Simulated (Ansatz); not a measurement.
A nudged elastic band was laid between two geometries of BH3O + ClH (7 atoms, charge 0, multiplicity 1).

All numbers below come from Ansatz 0.2.0, UKS B3LYP-D4/STO-3G.

```json
{
 "movable images": "5",
 "climbing image": "yes",
 "spring": "5.0 eV/Å²",
 "optimiser": "quadratic models (default)",
 "start path": "through a guess of the saddle point",
 "force threshold": "0.03 eV/Å",
 "iteration limit": "60",
 "end points": "relaxed"
}
```

First end point:

```xyz
7
Properties=species:S:1:pos:R:3
B 0.578 -0.870 0.429
O -0.256 -0.114 -0.342
H 1.148 -0.300 1.280
H 0.687 -2.020 0.217
H -0.549 1.280 -0.272
Cl -0.870 2.648 -0.240
H -0.739 -0.624 -1.072
```

Last end point:

```xyz
7
Properties=species:S:1:pos:R:3
B 0.227 -0.212 0.621
O 0.122 -0.172 -0.989
H 1.343 0.074 0.842
H -0.131 -1.293 0.904
H 0.284 0.792 -1.279
Cl -0.987 1.121 1.135
H -0.859 -0.310 -1.234
```

Problem. Which bonds break or form, and what moves?

Solution. Bonds broken: H5–Cl6. Bonds formed: B1–Cl6, O2–H5. BH3O + ClH becomes BClH4O.

Problem. Give the energies along the band, and the barrier.

Solution. The run converged. The highest image is number 3 of 0 to 6, 14.2 kcal/mol above the first end and 24.5 kcal/mol above the last; the last end lies 10.4 kcal/mol below the first. A vibrational analysis at the climbing image gives one clearly imaginary mode, 370i cm⁻¹: a first-order saddle point. The orbitals stay closed-shell, which can raise the energy where a bond breaks towards radicals; this wasn't checked here. Limits of this set-up: minimal basis.

| image | path coordinate (Å) | energy (kcal/mol) | H5–Cl6 (Å) | B1–Cl6 (Å) | O2–H5 (Å) |
| --- | --- | --- | --- | --- | --- |
| 0 | 0.00 | 0.0 | 1.41 | 3.86 | 1.43 |
| 1 | 0.75 | 1.5 | 1.40 | 3.66 | 1.43 |
| 2 | 1.50 | 6.7 | 1.40 | 3.25 | 1.46 |
| 3 | 2.26 | 14.2 | 1.46 | 2.58 | 1.35 |
| 4 | 2.82 | -4.1 | 1.78 | 2.04 | 1.08 |
| 5 | 3.38 | -10.0 | 2.40 | 1.88 | 1.02 |
| 6 | 3.94 | -10.4 | 2.75 | 1.88 | 1.02 |

Problem. What is the geometry of the highest image?

Solution. 
```xyz
7
Properties=species:S:1:pos:R:3:forces:R:3
B 0.437 -0.509 0.399 -0.02 -0.01 0.02
O 0.143 -0.144 -0.959 -0.01 0.00 0.00
H 1.427 -0.067 0.841 0.00 0.01 -0.01
H -0.171 -1.374 0.911 0.01 0.01 -0.01
H -0.354 1.043 -0.559 0.00 -0.02 -0.01
Cl -0.822 1.730 0.648 0.00 0.01 0.01
H -0.660 -0.679 -1.281 0.01 0.01 0.00
```

Problem. What are the harmonic wavenumbers there?

Solution. 370i, 419, 490, 705, 902, 960, 1090, 1240, 1277, 1395, 1488, 1952, 2984, 3150, 3801 cm⁻¹.

Time of the run: 60 s on 1 thread of Intel(R) Xeon(R) Platinum 8488C (Sapphire Rapids) (shared host), peak memory 0.12 GiB.
